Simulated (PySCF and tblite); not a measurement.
C3H7NO, numbered as in [CH3:1][CH2:2][C:3]([NH2:4])=[O:5].

The ensemble was built from 90 distance-geometry starts (ETKDG and KDG, MMFF94s, GFN2-xTB) and rests on GFN2-xTB geometries. Weights use CAM-B3LYP-D3(BJ)/def2-TZVP (IEF-PCM, chloroform) energies plus GFN2-xTB zero-point and thermal terms (modes under about 100 cm⁻¹ blended into free rotors). Symmetry numbers and mirror images are counted. Conformers within 3 kcal/mol (GFN2-xTB free energy) were kept, 7 at most. GIAO shieldings: wB97X-D/pcSseg-1 (IEF-PCM, chloroform). Shifts are against TMS (¹H), TMS (¹³C) at the same level. (PySCF 2.14, tblite 0.8.)

Torsions listed: C1–C2–C3–O5, O5–C3–N4–H4. Of a mirror pair one member is shown.

```json
{"conformer": "1", "shape": "0°, 180°", "weight %": "73.3", "dipole D": "4.72"}
{"conformer": "2", "shape": "-102°, 179°", "weight %": "26.7", "dipole D": "4.86"}
```

(1) How do the computed shifts compare with measured ones?

## Answers

(1) 
```tsv
nucleus	signal	leading conformer	average	measured	medium
¹H	H1	1.06	1.13	1.13	not stated per compound (mostly CDCl3 or CCl4)
¹H	H2	2.24	2.20	2.23	not stated per compound (mostly CDCl3 or CCl4)
¹³C	C1	10.7	12.2	9.7	not stated per compound (mostly CDCl3 or CCl4)
¹³C	C2	30.5	31.9	29	not stated per compound (mostly CDCl3 or CCl4)
```

Measured values: Pretsch, Buehlmann, Badertscher, Structure Determination of Organic Compounds, 4th ed. (2009). Mean difference for ¹H: -0.01 ppm, scatter 0.01 ppm. Mean difference for ¹³C: 2.70 ppm, scatter 0.20 ppm. The computed shifts are unscaled and lack vibrational corrections.
